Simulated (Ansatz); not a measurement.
Several settings on one geometry of the cluster Al3 (that of the charge 0 doublet, PBE0-D4/def2-TZVP). Ansatz on 2 threads of Intel Xeon 6975P-C on a shared host; times are rough.

| atom | x (Å) | y (Å) | z (Å) |
| --- | --- | --- | --- |
| Al1 | 0.295 | 0.703 | -1.234 |
| Al2 | 0.385 | 0.578 | 1.273 |
| Al3 | -0.679 | -1.281 | -0.039 |

Totals from different functionals, basis sets or treatments of relativity can't be compared as stabilities.

(1) Give the basis size and estimate the energy, ⟨S²⟩ and time of these runs.

```
run                      method  charge    state                                 further keys
  1  UKS r2SCAN0-D3(BJ)/pcseg-2       0  doublet  scf: {omitted_lower_state_checks: [starts]}
  2           ROKS PBE0/cc-pVTZ       0  doublet  scf: {omitted_lower_state_checks: [starts]}
  3        UKS PBEsol-D4/STO-3G       0  doublet  fitting: {mean_field: def2-universal-jkfit}
```

Results:

(1) 
| run | functions | energy (Eh) | ⟨S²⟩ | wall time |
| --- | --- | --- | --- | --- |
| 1 | 102 | -727.1283 | 0.98 | 14 s |
| 2 | 102 | -726.8942 | – | 1.1 s |
| 3 | 27 | -716.3478 | 1.22 | 2.2 s |

At UKS r2SCAN0-D3(BJ)/pcseg-2, UKS PBEsol-D4/STO-3G the charge 0 doublet is spin-contaminated (final ⟨S²⟩ up to 1.22, 0.75 for a pure state).
